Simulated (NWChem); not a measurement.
Everything below was run with NWChem. System: acetonitrile (C2H3N), charge 0, spin multiplicity 1, at a geometry optimised with PBE0/def2-SVP. Level: CIS/def2-SVPD.

The NWChem input:

```
start mol
memory heap 200 mb stack 900 mb global 1100 mb
geometry units angstroms nocenter noautoz
  C      0.009633    -1.174896     0.000000
  C     -0.002296     0.278262     0.000000
  N     -0.011758     1.435113     0.000000
  H     -0.502914    -1.559572     0.893205
  H     -0.502914    -1.559572    -0.893205
  H      1.044111    -1.546842     0.000000
  symmetry group Cs
end
basis spherical
  * library def2-svpd
end
dft
  xc hfexch
  semidirect memsize 60000000 filesize 0
  iterations 100
end
tddft
  cis
  nroots 8
  notriplet
  thresh 1e-4
end
task tddft energy
```

Part of the output:

```
             Northwest Computational Chemistry Package (NWChem) 7.3.0
             --------------------------------------------------------

                                NWChem Input Module
                                -------------------

 Scaling coordinates for geometry "geometry" by  1.889725989
 (inverse scale =  0.529177249)

 Turning off AUTOSYM since
 SYMMETRY directive was detected!

                             Geometry "geometry" -> ""
                             -------------------------

 Output coordinates in angstroms (scale by  1.889725989 to convert to a.u.)

  No.       Tag          Charge          X              Y              Z
 ---- ---------------- ---------- -------------- -------------- --------------
    1 C                    6.0000     0.00963300    -1.17489600     0.00000000
    2 C                    6.0000    -0.00229600     0.27826200     0.00000000
    3 N                    7.0000    -0.01175800     1.43511300     0.00000000
    4 H                    1.0000    -0.50291400    -1.55957200     0.89320500
    5 H                    1.0000    -0.50291400    -1.55957200    -0.89320500
    6 H                    1.0000     1.04411100    -1.54684200     0.00000000

 Effective nuclear repulsion energy (a.u.)      58.4295767794

            Nuclear Dipole moment (a.u.)
            ----------------------------
        X                 Y               Z
 ---------------- ---------------- ----------------
    -0.0000018897     0.0000018897     0.0000000000

      Symmetry information
      --------------------

 Group name             Cs
 Group number              2
 Group order               2
 No. of unique centers     5

      Symmetry unique atoms

     1    2    3    4    6


 Summary of "ao basis" -> "" (spherical)
 ------------------------------------------------------------------------------
       Tag                 Description            Shells   Functions and Types
 ---------------- ------------------------------  ------  ---------------------
 *                         def2-svpd                  on all atoms

  xc_inp: hfexch multiplicative factor not found.
[...]
     Pearson C.C. =   0.0292

     Occ.    4  a'  ---  Virt.   14  a"      -0.05860
     Occ.    9  a'  ---  Virt.   14  a"       0.72832
     Occ.    9  a'  ---  Virt.   17  a"      -0.41557
     Occ.    9  a'  ---  Virt.   18  a"      -0.43013
     Occ.    9  a'  ---  Virt.   22  a"      -0.12635
     Occ.    9  a'  ---  Virt.   26  a"       0.07985
     Occ.    9  a'  ---  Virt.   29  a"       0.18919
     Occ.    9  a'  ---  Virt.   39  a"      -0.12322
     Occ.    9  a'  ---  Virt.   43  a"      -0.05209
     Occ.    9  a'  ---  Virt.   59  a"      -0.05871
  ----------------------------------------------------------------------------
  Root   7 singlet a'             0.386851192 a.u.               10.5268 eV
  ----------------------------------------------------------------------------
     Transition Moments    X -0.27544   Y -0.00226   Z  0.00000
     Transition Moments   XX  0.10771  XY -1.74098  XZ  0.00000
     Transition Moments   YY -0.02849  YZ  0.00000  ZZ -0.07921
     Dipole Oscillator Strength                    0.0195668563
     Electric Quadrupole                           0.0000009373
     Magnetic Dipole                               0.0000063965
     Total Oscillator Strength                     0.0195741902

          sigma_e =   1.4255 Angstrom
          sigma_h =   1.0556 Angstrom
         |d_h->e| =   0.8587 Angstrom
            d_exc =   1.9483 Angstrom
            d_CD1 =   1.2286 Angstrom
            d_CD2 =  -0.3818 Angstrom
            d_CD3 =   2.8070 Angstrom
     Pearson C.C. =   0.0292

     Occ.    4  a'  ---  Virt.   15  a'       0.05859
     Occ.    9  a'  ---  Virt.   15  a'      -0.72831
     Occ.    9  a'  ---  Virt.   16  a'       0.41555
     Occ.    9  a'  ---  Virt.   19  a'      -0.43016
     Occ.    9  a'  ---  Virt.   21  a'       0.12635
     Occ.    9  a'  ---  Virt.   25  a'      -0.07986
     Occ.    9  a'  ---  Virt.   30  a'      -0.18919
     Occ.    9  a'  ---  Virt.   38  a'       0.12322
     Occ.    9  a'  ---  Virt.   44  a'       0.05209
     Occ.    9  a'  ---  Virt.   58  a'       0.05871
  ----------------------------------------------------------------------------
  Root   8 singlet a"             0.428583095 a.u.               11.6623 eV
  ----------------------------------------------------------------------------
     Transition Moments    X -0.00000   Y -0.00000   Z  0.75937
     Transition Moments   XX -0.00000  XY  0.00000  XZ -0.37063
     Transition Moments   YY  0.00000  YZ -0.79543  ZZ  0.00000
     Dipole Oscillator Strength                    0.1647612169
     Electric Quadrupole                           0.0000003228
     Magnetic Dipole                               0.0000000031
     Total Oscillator Strength                     0.1647615428

          sigma_e =   2.9570 Angstrom
          sigma_h =   1.5326 Angstrom
         |d_h->e| =   1.6959 Angstrom
            d_exc =   3.5531 Angstrom
            d_CD1 =   3.1203 Angstrom
            d_CD2 =  -0.5489 Angstrom
            d_CD3 =   5.2489 Angstrom
     Pearson C.C. =   0.1483

     Occ.    8  a"  ---  Virt.   12  a'      -0.28595
     Occ.    8  a"  ---  Virt.   13  a'       0.06936
     Occ.    8  a"  ---  Virt.   31  a'       0.05164
     Occ.   11  a"  ---  Virt.   12  a'      -0.36933
     Occ.   11  a"  ---  Virt.   13  a'       0.84542
     Occ.   11  a"  ---  Virt.   20  a'      -0.14960
     Occ.   11  a"  ---  Virt.   23  a'      -0.05956
     Occ.   11  a"  ---  Virt.   31  a'       0.06643
     Occ.   11  a"  ---  Virt.   35  a'       0.07760

              Target root =      1
          Target symmetry = none
      Ground state energy =   -131.828611352951
        Excitation energy =      0.272869983644
     Excited state energy =   -131.555741369307

  stored tddft:energy   -131.55574136930727

 Task  times  cpu:       28.7s     wall:       28.7s

 Total times  cpu:       28.7s     wall:       28.7s
```
